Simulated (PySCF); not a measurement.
A series of substituents X on one scaffold: HS-X. Gas-phase values, no solvent. One relaxed conformer stands for each flexible species; it need not be the lowest. Strings in code marks are SMILES.

Computed with B3LYP-D3(BJ)/def2-TZVP in PySCF. B3LYP has the VWN-RPA correlation part, as in Gaussian. 

| species | S1 oscillator strength | HOMO–LUMO gap (eV) |
|---|---|---|
| X = methyl | 0.000 | 6.74 |
| X = tert-butyl (`CC(C)(C)S` (C–C–S–H torsion 180°)) | 0.002 | 6.60 |
| X = hydroxy (`OS` (H–O–S–H torsion 91°)) | 0.001 | 5.80 |
| X = trifluoromethyl (`FC(F)(F)S`) | 0.000 | 7.26 |
| X = hydroxymethyl (`OCS` (H–O–C–S torsion 52°, O–C–S–H torsion 65°)) | 0.005 | 7.00 |
| X = methylsulfinyl (`C[S@](=O)S` (O–S–S–H torsion 85°)) | 0.026 | 5.46 |
| X = cyanomethyl | 0.001 | 6.64 |
| X = methylamino (`SNC` (C–N–S–H torsion 61°)) | 0.003 | 6.65 |
